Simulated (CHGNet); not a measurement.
# fcc Ni

Computed with the machine-learned potential CHGNet-r²SCAN (trained on r²SCAN data).

Cell: relaxed at this level.

```
Quantity                             Value
---------------------------  -------------
lattice parameter a                3.480 Å
equilibrium volume per atom  10.53 Å³/atom
vacancy formation energy           1.03 eV
```

Measured, for comparison: lattice constant a 3.508 Å, equilibrium volume per atom 10.79 Å³/atom (static lattice: zero-point anharmonic expansion removed; as tabulated in Mejia-Rodriguez and Trickey (2018), arXiv:1807.09216); vacancy formation energy 1.79 eV (not corrected to a static lattice, monovacancy; as tabulated in Nandi et al. (2010), arXiv:0904.3859). Computed (rounded) less measured: lattice constant a -0.8 %, equilibrium volume per atom -2.4 %, vacancy formation energy -0.76 eV.

A machine-learned potential is trained on density-functional data: it inherits that level's misses and adds fitting errors of its own.
